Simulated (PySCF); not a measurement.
# Ionisation energy of Be by level of theory

Be [He] 2s2 (1S) → Be⁺ [He] 2s1 (2S), as a difference of total energies. Computed with PySCF 2.14 in def2-QZVPPD (7s4p2d1f, 36 functions), with the non-relativistic Hamiltonian (point nucleus). Correlated levels: valence: 1s2 frozen; valence and next inner shell: nothing frozen. The calculations carry no spin-orbit coupling.

| method | ionisation energy (eV) |
| --- | --- |
| UHF | 8.043 |
| LDA | 9.026 |
| PBE | 8.996 |
| PBE0 | 8.971 |
| r2SCAN | 8.794 |
| B2PLYP | 9.001 |
| r2SCAN0 | 8.830 |
| M06-L | 8.941 |
| M06-2X | 9.052 |
| MP2 (valence) | 8.807 |
| SCS-MP2 (valence) | 8.960 |
| MP2 (valence and next inner shell) | 8.829 |
| SCS-MP2 (valence and next inner shell) | 8.979 |

Q: How much does correlation contribute at MP2 (valence and next inner shell)?

A: 8.829 − (8.043) = 0.786 eV, measured against UHF.

Errors of the correlated levels include the incompleteness of this basis and the frozen core.

MP2 underrates the near-degeneracy of ns² with np² in the lower species.

For comparison: 9.323 eV (measured; NIST Atomic Spectra Database, ionization energies).
